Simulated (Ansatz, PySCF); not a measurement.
Species: C2H3O (charge 0, doublet). It need not be the lowest isomer of its formula. SMILES: O=C[CH2]
Coordinates optimised at B3LYP-D3(BJ)/def2-TZVP (Ansatz, a program for electronic structure):
```xyz
6

O      1.0886     0.2494    -0.4273
C      0.0466     0.3623     0.2203
H     -0.0990     1.2298     0.8885
C     -1.0108    -0.5831     0.1583
H     -1.9128    -0.4520     0.7415
H     -0.9117    -1.4488    -0.4833
```
Charge 0, spin multiplicity 2.

Property: atomisation energy (electronic, to ground-state atoms), in kcal/mol. Cores are frozen in the correlated levels unless marked. Open shells are spin-unrestricted. No spin-orbit coupling. Non-relativistic. The coupled-cluster limit lacks core correlation, which all-electron functionals hold. CBS marks a two-point X^-3 extrapolation of the correlation energy; Hartree-Fock from the larger set. The bracket is a focal-point correction in the basis named.

The UHF reference is spin-contaminated (<S^2> 0.17 over the pure value in the largest basis). 

```
level                                                     program  atomisation energy (kcal/mol)
-------------------------------------------------  --------------  -----------------------------
PBE-D3(BJ)/def2-TZVPD                              Ansatz + dftd3                            [?]
BLYP/def2-TZVPD                                            Ansatz                            [?]
r2SCAN-D3(BJ)/def2-TZVPD                           Ansatz + dftd3                          581.8
B3LYP-D4/def2-TZVPD                                Ansatz + dftd4                          578.3
PBE0/STO-3G                                                Ansatz                          635.9
BHLYP/def2-TZVPD                                           Ansatz                          553.1
TPSSh-D4/def2-TZVPD                                 PySCF + dftd4                          578.2
r2SCANh/def2-TZVPD                                         Ansatz                          575.9
CAM-B3LYP-D3(BJ)/def2-TZVPD                        Ansatz + dftd3                          579.5
LC-wPBE-D3(BJ)/def2-TZVPD                          Ansatz + dftd3                            [?]
RPA@PBE/cc-pVQZ                                            Ansatz                          539.7
CCSD/6-31G                                                 Ansatz                            [?]
RI-MP2/CBS(cc-pVTZ,cc-pVQZ)+[CCSD(T)-MP2]/cc-pVTZ          Ansatz                          573.2
```

Problem. Some entries are withheld; supply them.

Solution. 
- PBE-D3(BJ)/def2-TZVPD, atomisation energy (kcal/mol): 598.0
- BLYP/def2-TZVPD, atomisation energy (kcal/mol): 579.1
- LC-wPBE-D3(BJ)/def2-TZVPD, atomisation energy (kcal/mol): 578.7
- CCSD/6-31G, atomisation energy (kcal/mol): 481.0
